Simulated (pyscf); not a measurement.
Routes from `[CH3][CH2][Br]` + `[H]` [doublet]

Candidate steps break at most two bonds and form at most two. Each was searched with GFN2-xTB (tblite) first. PySCF, gas phase, ωB97X-D3(BJ)/def2-SVP geometries. Energies: ωB97M-D3(BJ)/def2-TZVP, eV, from the separated reactants, doublet surface.

```csv
products,type,ΔE‡,ΔE,ΔG‡ 298 K,ΔG‡ 900 K,ν‡ (cm⁻¹)
H₃C–CH₃ + Br•,substitution at C,0.75,-1.48,1.05,1.68,1416i
CH₄ + •H₂C–Br,substitution at C,2.00,-0.67,2.22,2.82,910i
```

Abstraction by the radical was not located in this set and often lies lower. Plain bond fissions and candidates not yet searched are not listed, and one of them may be faster. Each barrier is that of the saddle found; lower ones may exist. Left out: orbital degeneracy and the spin-orbit lowering of Br, which is large for Br, Se, Te and I. Elements up to Kr have no core potential and no relativistic terms here.
